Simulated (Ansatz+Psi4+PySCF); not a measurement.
Two shapes of singlet C₂HF.

Shape 1:

```xyz
4

H     0.0003   -0.0008   -0.0009
C    -0.2830    0.6417    0.7915
C    -0.6054    1.3728    1.6932
F    -0.9476    2.1491    2.6506
```

Shape 2:

```xyz
4

H    -0.0093    0.0177   -0.0018
C    -0.0127    0.0154    1.0588
C    -0.0055    0.0028    2.2813
F    -0.0086   -0.0004    3.5234
```

Basis set: cc-pVTZ (spherical functions). Frozen core: 3 orbitals. Charge 0, multiplicity 1.

Computed with Ansatz (development build ahead of 0.2.0) and Psi4 1.11; each method stands on the lowest determinant of its kind that the runs found.

Question: Which shape is lower in energy, and by how much in each method?

Answer:

```tsv
method	E(2) − E(1) (eV)
RHF	0.075
RHF-MP2	0.056
```

Shape 1 is lower.
